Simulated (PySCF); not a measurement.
# `S=P([S-])([S-])[S-]`: 4 charge schemes on one density

PS4 (charge -3).
Z-matrix (Å and degrees, PBE0-D3(BJ)/def2-TZVP geometry), rows numbered from 1:
```
S 
P   1  2.0861
S   2  2.0863  1  109.49
S   2  2.0872  1  109.44  3   120.02
S   2  2.0864  1  109.50  3  -119.96
```

Density: PBE0/pcSseg-2 (PySCF); schemes: Mulliken, IAO, Hirshfeld and ESP-fitted. Isolated species at its PBE0-D3(BJ)/def2-TZVP geometry, gas phase. Whether so highly charged an anion holds all its electrons in the gas phase wasn't checked; a finite basis holds them in any case. No counter-ion or solvent screens the charge of this multiply charged ion. The pcSseg-2 basis has no diffuse functions, a weakness for an anion. The HOMO energy is positive at this level (+7.01 eV), so the outermost electrons may be held by the finite basis alone.

**Question.** For which atoms does the sign change between the 4 schemes (beyond +0.03 e in one, beyond −0.03 e in another)?

**Answer.** For none.

**Question.** Do the Mulliken, IAO, Hirshfeld and ESP-fitted schemes agree on where the charge is highest?

**Answer.** All schemes agree: Mulliken P2 (+0.602); IAO P2 (+0.914); Hirshfeld P2 (+0.092); ESP-fitted P2 (+1.071).

**Question.** Give the atomic charges in each scheme.

**Answer.** In e:

| atom | environment | Mulliken | IAO | Hirshfeld | ESP-fitted |
| --- | --- | --- | --- | --- | --- |
| S1 | sulfur bonded to P | -0.900 | -0.978 | -0.773 | -1.017 |
| P2 | phosphorus bonded to 4 S | +0.602 | +0.914 | +0.092 | +1.071 |
| S3 | sulfur bonded to P | -0.900 | -0.978 | -0.773 | -1.018 |
| S4 | sulfur bonded to P | -0.901 | -0.979 | -0.773 | -1.019 |
| S5 | sulfur bonded to P | -0.900 | -0.979 | -0.773 | -1.017 |

Mean size of the charges over all atoms: ESP-fitted 1.029 e, IAO 0.966 e, Mulliken 0.841 e, Hirshfeld 0.637 e. Each set sums to the total charge, -3, to within 0.001 e. The IAO scheme counts the electrons in orthogonalised intrinsic atomic orbitals, a minimal basis polarised so that it spans the occupied orbitals exactly. The Hirshfeld scheme divides the density at each point in proportion to the densities of the neutral, spherically averaged free atoms.

**Question.** Sum the charges by element, for elements with more than one atom.

**Answer.** 
| element | atoms | Mulliken | IAO | Hirshfeld | ESP-fitted |
| --- | --- | --- | --- | --- | --- |
| S | 4 | -3.602 | -3.914 | -3.092 | -4.072 |

**Question.** How many electrons does the Hirshfeld scheme count on S3?

**Answer.** Z − q = 16 − (-0.773) = 16.773.
